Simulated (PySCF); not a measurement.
water (H2O), SMILES O. Geometry optimised at B3LYP-D3(BJ)/def2-TZVPD.

TDDFT-ωB97X/def2-TZVPD run with PySCF puts the lowest singlet excitations at 7.65, 9.46, 9.79, 10.41, 10.66, 11.64 eV.

Problem. What are the lowest excitation roots from ADC(3)/aug-cc-pVDZ (PySCF)? (An estimate is asked for; the answer gives what the named calculation found.)

Solution. 7.82, 9.61, 10.21, 11.46, 12.14, 12.31 eV. S1 differs by 0.17 eV (second minus first; roots are paired by order, and the bases may differ).
